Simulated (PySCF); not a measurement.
**Heteronuclear NMR**

Mapped SMILES: `[CH3:1][NH2:2]`; H(Xn) means a hydrogen on atom n.

In vacuum, equivalent nuclei averaged, one computed conformer, relativity neglected. Geometry from PBE0-D3(BJ)/def2-TZVP; J: B3LYP/pcJ-2; NMR shieldings at B97-2/pcSseg-2/GIAO; PySCF 2.14.

Where does ¹⁵N resonate?

Results:


| atoms | environment | σ (ppm) | δ (ppm) |
| --- | --- | --- | --- |
| N2 | amine nitrogen | 242.9 | -373.3 |

Shieldings were converted by a linear fit to measured shifts: ¹⁵N: δ = -149.73 − 0.920σ (rms 6.4 ppm, 44 shifts vs CH3NO2, solution or neat liquid). Occasional misses reach two or three times the rms, and more in compound classes unlike the fitted ones. Couplings are scaled by factors fitted to measured values: ²J(H,H) × 0.91 (rms 0.8 Hz); all others are unscaled and can be 10–30 % off.

Couplings (the largest are listed; each averaged over equivalent pairs): ¹J(C1,N2) = -3.4 Hz, ²J(N2,H(C1)) = -1.9 Hz. Signs are for ¹⁵N, whose magnetogyric ratio is negative.

On a 500 MHz spectrometer ¹⁵N resonates near 50.7 MHz, so 1 ppm is 50.7 Hz.
